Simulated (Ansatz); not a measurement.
Stepwise reaction of tetramethylsilane with hydrogen, as a gas-phase model of exchange steps in deposition or etching. ΔE in kJ/mol.

Gas-phase electronic energies from Ansatz, PBE0-D4/def2-TZVP geometries. CCSD(T)/CBS is the MP2 limit (def2-TZVPP, def2-QZVPP) plus CCSD(T) − MP2 in def2-TZVPP, frozen cores. This one scheme is used for every species. DFT in def2-TZVPP. B3LYP here is the variant with VWN-RPA as its local correlation; programs differ in this.

```
step                                  reaction  PBE-D4  B3LYP-D4  ωB97M-V  CCSD(T)/CBS
   1  `C[Si](C)(C)C` + H₂ → `C[SiH](C)C` + CH₄   -22.7     -27.1    -23.7        -23.4
   2      `C[SiH](C)C` + H₂ → `C[SiH2]C` + CH₄   -23.4     -28.2    -24.7        -24.3
   4               `C[SiH3]` + H₂ → SiH₄ + CH₄   -26.0     -31.4    -28.0        -27.6
```

Q: Give the row of step 3, `C[SiH2]C` + H₂ → `C[SiH3]` + CH₄. (Best estimate.)

A: The calculation gave: 
| step | reaction | PBE-D4 | B3LYP-D4 | ωB97M-V | CCSD(T)/CBS |
| --- | --- | --- | --- | --- | --- |
| 3 | `C[SiH2]C` + H₂ → `C[SiH3]` + CH₄ | -24.6 | -29.7 | -26.2 | -25.8 |

Q: By hand: ΔE of the 4 steps together at CCSD(T)/CBS.

A: (-23.4) + (-24.3) + (-25.8) + (-27.6) = -101.1 kJ/mol, or -25.3 kJ/mol a step.

In ΔE the steps differ by no more than 4.2 kJ/mol. All are downhill at CCSD(T)/CBS. PBE-D4 differs from CCSD(T)/CBS by 0.7 to 1.6 kJ/mol a step. Isolated molecules leave out the surface, adducts and barriers. Largest T1 diagnostic: 0.011.
